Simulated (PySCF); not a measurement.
Property card for `[BH4-]`

Species: BH₄ (charge -1).
Numbering: `[BH4-:1]` (hydrogens: H2, H3, H4, H5 on B1)

**PBE0-D3(BJ)/def2-TZVP geometry optimisation, gas phase (PySCF)**

```yaml
Point_group: Td
Rotational_constants_A_B_C: 122.652, 122.587, 122.560 GHz
```

From B97-2/pcSseg-2 ground state and GIAO shieldings, non-relativistic (PySCF):

```yaml
HOMO_energy: -1.69 eV
LUMO_energy: 6.76 eV
HOMO–LUMO_gap: 8.45 eV
1H_chemical_shifts_computed_TMS_as_zero_by_class: -0.31 (H2/H3/H4/H5) ppm
Isotropic_shieldings_of_nuclei_other_than_C_and_H_by_class: 153 (B1) ppm
```

Monoisotopic mass of the ion (most abundant isotopes, electron mass counted): 15.0412 u.

The rotational constants are those of a spherical top; the small spread among constants that symmetry makes equal is optimisation noise. With B = h/(8π²I), that is 505.379 GHz u Å² over I, the principal moments of inertia are 4.12, 4.12 and 4.12 u Å² (most abundant isotopes).

Isolated species at its PBE0-D3(BJ)/def2-TZVP geometry, gas phase. No diffuse functions stand in pcSseg-2, which bears on an anion's orbital energies.
